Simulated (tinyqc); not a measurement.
Extended Hueckel theory, for H2S, step by step. One step of it, computed by the program tinyqc.

Task: Mulliken analysis. P = C n C^T; charge = valence electrons (S 6, H 1) minus the sum of (P S)_ii on the atom; overlap population = 2 sum P_ij S_ij between two atoms.

coefficients:
```
,MO1,MO2,MO3,MO4,MO5,MO6
1S 3s,0.746307,-0.025106,-0.344903,0.000000,-0.512229,-0.691948
1S 3px,0.000000,0.000000,0.000000,1.000000,0.000000,0.000000
1S 3py,0.004002,0.572692,0.012191,0.000000,0.818800,-0.748903
1S 3pz,0.021922,-0.002444,0.870315,0.000000,-0.416661,-0.505722
2H 1s,0.280128,0.378703,0.165900,0.000000,-0.088803,1.193899
3H 1s,0.244206,-0.418194,0.177602,0.000000,1.104491,0.069764
```

occupations: 2.000000  2.000000  2.000000  2.000000  0.000000  0.000000

overlap S, lower triangle:
```
,1S 3s,1S 3px,1S 3py,1S 3pz,2H 1s,3H 1s
1S 3s,1.000000
1S 3px,0.000000,1.000000
1S 3py,0.000000,0.000000,1.000000
1S 3pz,0.000000,0.000000,0.000000,1.000000
2H 1s,0.394703,0.000000,0.426298,0.258549,1.000000
3H 1s,0.343597,0.000000,-0.391500,0.237451,0.060197,1.000000
```

Give: charges; Overlap populations.

Result:

charges: 1S -0.2544, 2H 0.1312, 3H 0.1233

Overlap populations:
```
pair,value
2-1,0.754617
3-1,0.703724
3-2,-0.014567
```
